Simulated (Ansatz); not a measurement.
**BSiH₅ (singlet): from Hartree-Fock to the top rungs at distance B1–H4 along a hydrogen transfer = 1.603 Å, cc-pVDZ**

The task here is to estimate one member of a computed series from the others.

Method: cc-pVDZ, core rule «outside noble gas», up to 6 orbitals frozen; program: Ansatz 0.2.0, Gaussian basis.

Plan: UHF; CCSD(T) on RHF; CCSD(T) on UHF; BCCD(T) on RHF; CISD; CCSDT(Q) on RHF; CCSDT(Q) on UHF; CASSCF and NEVPT2, 2 electrons in 2 orbitals; CASSCF and NEVPT2, 8 electrons in 8 orbitals.

11 further runs of the same task are left out: 1 for a mislabelled method, 9 that didn't finish, 1 set aside as unsound or not needed.

**The geometry**

The geometry derives from fragments relaxed apart (PBE0/def2-TZVP) and kept rigid, so it is no stationary point. A hydrogen atom is moved between rigid fragments.

7 atoms, charge 0, spin multiplicity 1.

Atoms are counted from 1 here; the program's logs count them from 0.

Bond lengths: B1–H2 1.193 Å, B1–H3 1.193 Å, H4–Si5 1.440 Å, Si5–H6 1.526 Å, Si5–H7 1.526 Å. Angles: H2–B1–H3 120.0°, H4–Si5–H6 113.7°, H4–Si5–H7 113.7°, H6–Si5–H7 91.2°.

Coordinates:

```
B    -2.12229    0.04011    0.00000
H    -2.71902    1.07369    0.00000
H    -2.71902   -0.99346    0.00000
H    -0.51929    0.04011    0.00000
Si    0.92071    0.04011    0.00000
H     1.53289   -0.83417    1.09001
H     1.53289   -0.83417   -1.09001
```

The first run:

The input, in.yaml:

```yaml
crystal:
  periodic: [false, false, false]
  atoms:
    - {symbol: B, position_ang: [-2.122290, 0.040114, 0.000000]}
    - {symbol: H, position_ang: [-2.719023, 1.073685, 0.000000]}
    - {symbol: H, position_ang: [-2.719024, -0.993457, 0.000000]}
    - {symbol: H, position_ang: [-0.519290, 0.040114, 0.000000]}
    - {symbol: Si, position_ang: [0.920710, 0.040114, 0.000000]}
    - {symbol: H, position_ang: [1.532890, -0.834170, 1.090012]}
    - {symbol: H, position_ang: [1.532890, -0.834170, -1.090012]}
basis:
  gaussian: {orbitals: cc-pVDZ}
magnetization: {spin_polarized: true, initial_magnetization: 0}
hamiltonian: {xc: hf}
output: {orbitals: {seedname: orbitals}}
```

On the command line:

```bash
$ ansatz run in.yaml --threads 1 --pin off --events-out ev --progress --plain --max-ram 2393MiB
```

Among the steps run: UHF; CCSD(T) on RHF; CCSD(T) on UHF; BCCD(T) on RHF; CISD; CCSDT(Q) on RHF; CCSDT(Q) on UHF; CASSCF and NEVPT2, 2 electrons in 2 orbitals; CASSCF and NEVPT2, 8 electrons in 8 orbitals.

One of the session's tables, all rows but one given; the rest of the session is left out.

It belongs to the step «Misses and costs». 

```
         method  from RCCSDT(Q) (kcal/mol)
            RHF                    +164.88
            UHF                    +155.13
           RMP2                     +38.75
           UMP2                          ?
           CISD                     +22.63
          RCCSD                      +6.61
          UCCSD                      +7.89
       RCCSD(T)                      +1.42
       UCCSD(T)                      +3.16
        BCCD(T)                      +1.52
         RCCSDT                      +0.35
         UCCSDT                      +0.54
      RCCSDT(Q)                          0
      UCCSDT(Q)                      +0.01
    CASSCF pair                    +146.98
    NEVPT2 pair                     +32.93
CASSCF frontier                    +117.22
NEVPT2 frontier                     +31.26
```

**Question.** Estimate the row for UMP2.

**Answer.** from RCCSDT(Q) (kcal/mol): +42.60. In the column «from RCCSDT(Q) (kcal/mol)» it lies between RMP2 (+38.75) and CASSCF frontier (+117.22).

Limits of these values: The determinant is far from a pure spin state, so its energy mixes those of several spin states (harmless only where they are near-degenerate, as at dissociation). Restricted and unrestricted rows rest on different reference determinants; where their highest levels disagree by more than a few hundredths of an eV, they describe different states and don't form one ladder.
